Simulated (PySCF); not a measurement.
Species: C3H2ClNS.
Numbering: `[Cl:1][c:2]1[cH:3][cH:4][n:5][s:6]1` (hydrogens: H7 on C3; H8 on C4)

The same species was optimised twice, with GFN2-xTB and with PBE0-D3(BJ)/def2-SVP (PySCF), and the same property calculations (PySCF, gas phase) were run on both structures.

```json
{"coordinate": "N5–S6 (Å)", "GFN2-xTB": "1.626", "PBE0-D3(BJ)/def2-SVP": "1.655", "change": "+0.029"}
{"coordinate": "C3–C4 (Å)", "GFN2-xTB": "1.407", "PBE0-D3(BJ)/def2-SVP": "1.421", "change": "+0.014"}
{"coordinate": "C2–S6 (Å)", "GFN2-xTB": "1.732", "PBE0-D3(BJ)/def2-SVP": "1.722", "change": "-0.010"}
{"coordinate": "C4–N5 (Å)", "GFN2-xTB": "1.306", "PBE0-D3(BJ)/def2-SVP": "1.313", "change": "+0.007"}
{"coordinate": "C2–C3 (Å)", "GFN2-xTB": "1.369", "PBE0-D3(BJ)/def2-SVP": "1.373", "change": "+0.004"}
{"coordinate": "Cl1–C2 (Å)", "GFN2-xTB": "1.702", "PBE0-D3(BJ)/def2-SVP": "1.705", "change": "+0.003"}
{"coordinate": "C4–N5–S6 (°)", "GFN2-xTB": "111.6", "PBE0-D3(BJ)/def2-SVP": "109.7", "change": "-1.9"}
{"coordinate": "C2–S6–N5 (°)", "GFN2-xTB": "93.3", "PBE0-D3(BJ)/def2-SVP": "94.3", "change": "+1.0"}
{"coordinate": "C3–C4–N5 (°)", "GFN2-xTB": "116.3", "PBE0-D3(BJ)/def2-SVP": "117.2", "change": "+0.9"}
{"coordinate": "C3–C2–S6 (°)", "GFN2-xTB": "109.4", "PBE0-D3(BJ)/def2-SVP": "109.6", "change": "+0.2"}
{"coordinate": "C2–C3–C4 (°)", "GFN2-xTB": "109.4", "PBE0-D3(BJ)/def2-SVP": "109.2", "change": "-0.2"}
{"coordinate": "Cl1–C2–S6 (°)", "GFN2-xTB": "122.9", "PBE0-D3(BJ)/def2-SVP": "122.7", "change": "-0.2"}
{"coordinate": "Cl1–C2–C3 (°)", "GFN2-xTB": "127.7", "PBE0-D3(BJ)/def2-SVP": "127.7", "change": "0.0"}
```

Rotational constants: A = 5752, B = 1881, C = 1418 MHz (GFN2-xTB) against A = 5760, B = 1863, C = 1408 MHz (PBE0-D3(BJ)/def2-SVP). Point groups within 0.08 Å: Cs and Cs.

On the GFN2-xTB structure: lowest singlet, TDDFT (eV) 5.43 [PBE0/def2-SVPD]; lowest triplet, Tamm–Dancoff (eV) 3.80 [PBE0/def2-SVPD]; isotropic polarisability (au) 70.5 [PBE0/def2-SVPD]; HOMO (eV) -7.71 [PBE0/def2-SVPD]; LUMO (eV) -1.39 [PBE0/def2-SVPD]; dipole (D) 1.61 [PBE0/def2-SVPD].

Problem. What do these properties become on the PBE0-D3(BJ)/def2-SVP structure?

Solution. 
```csv
property,level,on GFN2-xTB,on PBE0-D3(BJ)/def2-SVP,change
"lowest singlet, TDDFT (eV)",PBE0/def2-SVPD,5.43,5.51,+0.08
"lowest triplet, Tamm–Dancoff (eV)",PBE0/def2-SVPD,3.80,3.82,+0.02
isotropic polarisability (au),PBE0/def2-SVPD,70.5,71.2,+0.7
HOMO (eV),PBE0/def2-SVPD,-7.71,-7.78,-0.07
LUMO (eV),PBE0/def2-SVPD,-1.39,-1.43,-0.04
dipole (D),PBE0/def2-SVPD,1.61,1.70,+0.09
"energy, GFN2-xTB geometry as zero (kcal/mol)",PBE0/def2-SVPD,0.0,-0.8,-0.8
```

The heavy atoms differ by 0.014 Å rms after alignment. Among bonds between heavy atoms N5–S6 changes most (+0.029 Å). Changes are differences of the printed values. Neither structure is proved a minimum here.
